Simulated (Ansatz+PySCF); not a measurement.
Results of a calculation; reference values are marked as such.
N2 + 3 H2 → 2 NH3

N2 (charge 0, multiplicity 1):
```xyz
2

N     0.0000    0.0000   -0.5489
N     0.0000    0.0000    0.5489
```

H2 (charge 0, multiplicity 1):
```yaml
atoms:
  - { symbol: H, position_ang: [0.0000, 0.0000, -0.3804] }
  - { symbol: H, position_ang: [0.0000, 0.0000, 0.3804] }
```

NH3 (charge 0, multiplicity 1):
```yaml
atoms:
  - { symbol: N, position_ang: [0.0000, 0.0000, 0.1216] }
  - { symbol: H, position_ang: [0.9358, 0.0000, -0.2837] }
  - { symbol: H, position_ang: [-0.4679, 0.8105, -0.2837] }
  - { symbol: H, position_ang: [-0.4679, -0.8105, -0.2837] }
```

Shapes relaxed with PBE0/def2-SVP. Single points in def2-SVP with Ansatz (development build ahead of 0.2.0), no zero-point energy. Correlated methods freeze no orbital on H to Be, one on B to Mg, five on Al to Zn, nine on Ga to Sr.

```json
{"method": "CCSD (restricted)", "reaction energy": "-127.6 kJ/mol"}
{"method": "CCSD(T) (restricted)", "reaction energy": "-116.2 kJ/mol"}
{"method": "HF (restricted)", "reaction energy": "-152.5 kJ/mol"}
{"method": "MP2 (restricted)", "reaction energy": "-114.1 kJ/mol"}
{"method": "PBE (restricted)", "reaction energy": "-166.8 kJ/mol"}
{"method": "PBE0 (restricted)", "reaction energy": "-197.1 kJ/mol"}
{"method": "wB97X (restricted)", "reaction energy": "-185.0 kJ/mol"}
```

(1) What does r2SCAN (restricted) give?

Results:

(1) -178.1 kJ/mol.
